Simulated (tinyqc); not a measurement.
Ways to converge the cycle: SCF convergence aids in the sto-3g basis, for CH3, spin multiplicity 2. Computed by the program tinyqc with PySCF. UHF with one setting changed at a time; a run stops when the energy changes by less than 1e-09 hartree and the error matrix is below 1e-5. The start is random orbitals. Damping d keeps d of the old density; a shift (hartree) raises the virtual levels; DIIS n extrapolates F over n matrices.

Geometry (angstrom):
```
atom        x        y       z
C      0.0000   0.0000  0.0960
H      1.0640   0.0000  0.0000
H     -0.5320   0.9210  0.0000
H     -0.5320  -0.9210  0.0000
```

lowest solution found by these runs and by PySCF with stability checks = -39.076612 hartree

Largest element of the error matrix X^T (FDS - SDF) X:
```
iteration    plain  damping 0.3  damping 0.6  shift 0.4   DIIS 3   DIIS 8
1          1.2e+00      1.2e+00      1.2e+00    1.2e+00  1.2e+00  1.2e+00
2          2.0e-01      4.3e-01      7.7e-01    2.5e-01  2.0e-01  2.0e-01
3          5.3e-02      1.5e-01      4.8e-01    1.2e-01  5.1e-02  5.1e-02
4          3.0e-02      6.3e-02      3.0e-01    7.8e-02  2.4e-02  2.4e-02
5          1.7e-02      3.6e-02      1.9e-01    5.3e-02  6.0e-03  4.7e-03
6          9.4e-03      2.5e-02      1.2e-01    3.6e-02  4.6e-04  4.3e-04
8          2.9e-03      1.2e-02      4.6e-02    1.7e-02  8.6e-05  7.8e-05
10         8.9e-04      5.6e-03      2.5e-02    8.1e-03  1.0e-05  3.0e-06
14         8.3e-05      1.2e-03      1.1e-02    1.9e-03        -        -
20               -      1.3e-04      3.5e-03    2.1e-04        -        -
30               -            -      4.9e-04          -        -        -
45               -            -      2.6e-05          -        -        -
```

How each run ends:
```
run          iterations  E (hartree)         state
plain                19    -39.07661  lowest found
damping 0.3          28    -39.07661  lowest found
damping 0.6          51    -39.07661  lowest found
shift 0.4            29    -39.07661  lowest found
DIIS 3               12    -39.07661  lowest found
DIIS 8               11    -39.07661  lowest found
```

What does the comparison show, and why?

6 of 6 runs reach the lowest solution found, in 11 to 51 iterations (fastest: DIIS 8). Plain steps already contract here, so damping only slows them. DIIS 3 and DIIS 8 gain by cancelling the error over several earlier matrices, much as a quasi-Newton step does.
